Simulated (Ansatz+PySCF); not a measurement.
A calculation with Ansatz (development build ahead of 0.2.0).

```yaml
crystal:
  periodic: [false, false, false]
  atoms:
    - { symbol: C, position_ang: [0.0, 0.02442, -0.371] }
    - { symbol: "N", position_ang: [0.0, 0.59394, 0.94836] }
    - { symbol: H, position_ang: [0.0, -0.18663, 1.61421] }
    - { symbol: H, position_ang: [0.0, 0.80892, -1.12818] }
    - { symbol: H, position_ang: [0.87742, -0.62032, -0.5317] }
    - { symbol: H, position_ang: [-0.87742, -0.62032, -0.5317] }
basis:
  gaussian: { orbitals: cc-pVTZ }
magnetization:
  initial_magnetization: 1
hamiltonian:
  xc: hf
correlation:
  method: mp2
  frozen_orbitals: { C: 1, H: 0, "N": 1 }
output:
  forces: true
```

The input is written out in the form of the current development build from the run's settings. Correlation on restricted open-shell orbitals is semicanonical, with singles.

Output:

```json
{
 "Converged": "yes",
 "Reference energy": "-94.62521 hartree",
 "Correlation energy": "-0.36121 hartree",
 "Total energy": "-94.98641 hartree",
 "Spin squared of the determinant": "0.750",
 "Stability test": "minimum among restricted orbitals",
 "Occupied orbitals by symmetry in an Abelian subgroup (alpha; beta)": "7 A' 2 A''; 7 A' 1 A''"
}
```

Forces (eV/Å):
```json
{"atom": "C1", "Fx": "0.000", "Fy": "-0.251", "Fz": "-0.229"}
{"atom": "N2", "Fx": "0.000", "Fy": "-0.030", "Fz": "0.239"}
{"atom": "H3", "Fx": "0.000", "Fy": "0.114", "Fz": "-0.202"}
{"atom": "H4", "Fx": "0.000", "Fy": "-0.100", "Fz": "0.115"}
{"atom": "H5", "Fx": "-0.131", "Fy": "0.134", "Fz": "0.039"}
{"atom": "H6", "Fx": "0.131", "Fy": "0.134", "Fz": "0.039"}
```
